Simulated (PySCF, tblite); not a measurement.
Isomers of C4H2N (doublet state), one GFN2-xTB conformer each. Single-point energies are computed at B3LYP/pcH-1 (PySCF, gas phase, no added dispersion term), electronic only. GFN2-xTB treats the open shell by occupation alone, and not every SCF solution was tested for stability.

| SMILES | GFN2-xTB relative energy (kcal/mol) |
| --- | --- |
| N#CC1=C[CH]1 | 0.0 |
| N#CC1=[C]C1 | 20.1 |

What does B3LYP/pcH-1 give for the same structures?

```csv
SMILES,B3LYP/pcH-1 E (Eh),B3LYP/pcH-1 (kcal/mol),GFN2-xTB (kcal/mol),point group
N#CC1=C[CH]1,-208.21892,0.0,0.0,C2v
N#CC1=[C]C1,-208.19391,15.7,20.1,Cs
```

Both levels put the same isomer lowest. 

What happens when harmonic zero-point energies from GFN2-xTB frequencies are added?

```json
{"SMILES": "N#CC1=C[CH]1", "ZPE (kcal/mol)": "25.3", "electronic (kcal/mol)": "0.0", "with ZPE (kcal/mol)": "0.0"}
{"SMILES": "N#CC1=[C]C1", "ZPE (kcal/mol)": "26.3", "electronic (kcal/mol)": "15.7", "with ZPE (kcal/mol)": "16.8"}
```

The zero-point energies span 1.0 kcal/mol. The order is unchanged.
